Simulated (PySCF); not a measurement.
## Core-level binding energies of `OCC1C=C1`

C₄H₆O.
Bonds: O1–C2, C2–C3, C3–C4, C4–C5 (double), C3–C5. Hydrogens: H6 on O1; H7, H8 on C2; H9 on C3; H10 on C4; H11 on C5.

Computed with delta-SCF UKS SCAN, pcX-2 on the ionised atom, pcseg-1 elsewhere, spin-free X2C (PySCF). Each binding energy is the total energy of the core-ionised species, with the hole localised on one atom, minus that of the ground state; both are solved self-consistently, so orbital relaxation is included.

**Question.** Give the core binding energies atom by atom.

**Answer.** 
```
atom(s)             environment  level  binding energy (eV)  above the level's lowest (eV)  count
  C4/C5        alkene CH carbon   C 1s               290.95                           0.00      2
     C3          allylic carbon   C 1s               291.09                          +0.14      1
     C2  carbinol carbon (C–OH)   C 1s               291.87                          +0.92      1
     O1          alcohol oxygen   O 1s               538.47                           0.00      1
```

The listed C 1s values span 0.92 eV, from C4/C5 (bonded to C (double bond), C and H) to C2 (bonded to O, C and 2 H).

**Question.** Which effective nuclear charge Zeff reproduces each element's mean 1s value in the hydrogen-like formula E = 13.606 eV × Zeff²?

**Answer.** C (Z = 6): mean 291.2 eV, Zeff = 4.63, Z − Zeff = 1.37; O (Z = 8): mean 538.5 eV, Zeff = 6.29, Z − Zeff = 1.71. Means run over the listed sites, weighted by atom count.

One atom of each set of topologically equivalent atoms was ionised and stands for the set; in this conformer not all members are related by symmetry, and their own values weren't computed. Geometry: GFN2-xTB, one conformer, isolated molecule.

Shape of the structure used: `[OH:1][CH2:2][CH:3]1[CH:4]=[CH:5]1`: O1–C2–C3–C4 -92°, H–O1–C2–C3 53°.
